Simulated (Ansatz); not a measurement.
# SiH₅O radical (built from SMILES O[SiH3].[H]): single points off equilibrium

The task here is to estimate one member of a computed series from the others.

Method: single points in def2-TZVPP; program: Ansatz 0.2.0, Gaussian basis.

Correlated methods freeze the cores. Orbitals are unrestricted.

## The system as given

7 atoms, charge 0, spin multiplicity 2.

Atoms are counted from 1 here; the program's logs count them from 0.

Bond lengths: Si2–O3 1.974 Å, Si2–H5 1.438 Å, Si2–H6 1.463 Å, O3–H7 0.884 Å. Angles: O3–Si2–H5 100.5°, O3–Si2–H6 104.6°, H5–Si2–H6 122.7°, Si2–O3–H7 114.6°.

As a file:

```xyz
7
H5OSi
H    -0.7626   -0.9509    0.7720
Si    0.3333    0.4729    0.3796
O     0.0423   -0.1101   -1.4835
H    -1.6131   -1.4069    0.9763
H    -0.0442    1.8571    0.2827
H     1.6978    0.0453    0.6910
H     0.4206    0.4059   -2.0933
```

The first run:

File run/in.yaml:

```yaml
crystal:
  periodic: [false, false, false]
  atoms:
    - {symbol: H, position_ang: [-0.762600, -0.950900, 0.772000]}
    - {symbol: Si, position_ang: [0.333300, 0.472900, 0.379600]}
    - {symbol: O, position_ang: [0.042300, -0.110100, -1.483500]}
    - {symbol: H, position_ang: [-1.613100, -1.406900, 0.976300]}
    - {symbol: H, position_ang: [-0.044200, 1.857100, 0.282700]}
    - {symbol: H, position_ang: [1.697800, 0.045300, 0.691000]}
    - {symbol: H, position_ang: [0.420600, 0.405900, -2.093300]}
basis:
  gaussian: {orbitals: def2-TZVPP}
magnetization: {spin_polarized: true, initial_magnetization: 1}
correlation: {method: ccsd_t}
scf: {omitted_lower_state_checks: [cluster_reference]}
output: {forces: true}
```

The command line of these runs was not kept.

Steps of the session up to this table: CCSD(T)/def2-TZVPP; PBE0-D4/def2-TZVPP; wB97M-V/def2-TZVPP; r2SCAN-D4/def2-TZVPP; PBE-D4/def2-TZVPP; SPW92/def2-TZVPP; wB97X-V/def2-TZVPP.

One table of the session follows, with a row left open; its other results are not shown here.

```
   method  RMS force component (eV/Å)  angle to CCSD(T) forces (°)  dipole (D)
  CCSD(T)                       2.479                    reference        2.46
  PBE0-D4                       2.451                          1.8        2.43
  wB97M-V                       2.459                          1.4        2.49
r2SCAN-D4                       2.449                          2.2        2.34
   PBE-D4                       2.490                          5.3        2.24
    SPW92                           ?                            ?           ?
  wB97X-V                       2.496                          1.6        2.55
```

**Question.** Estimate the row for SPW92.

**Answer.** RMS force component (eV/Å): 2.587; angle to CCSD(T) forces (°): 6.3; dipole (D): 2.23. In the column «RMS force component (eV/Å)» it is the highest.
